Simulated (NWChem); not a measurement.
HLi

```xyz
2

Li     0.0000     0.0000     0.3994
H      0.0000     0.0000    -1.1982
```
Charge 0, spin multiplicity 1.

Program: NWChem. The geometry was optimised at PBE0/def2-SVP, a minimum by its harmonic frequencies.

Static limit.

The structure started from a generated list of species.

### Question
Give the polarisability tensor in bohr³ at HF/def2-SVPD, in the frame of the coordinates, and its isotropic mean.

### Answer
```
24.95   0.00   0.00
 0.00  24.95   0.00
 0.00   0.00  19.07
```
Mean (one third of the trace): 22.99 bohr³.
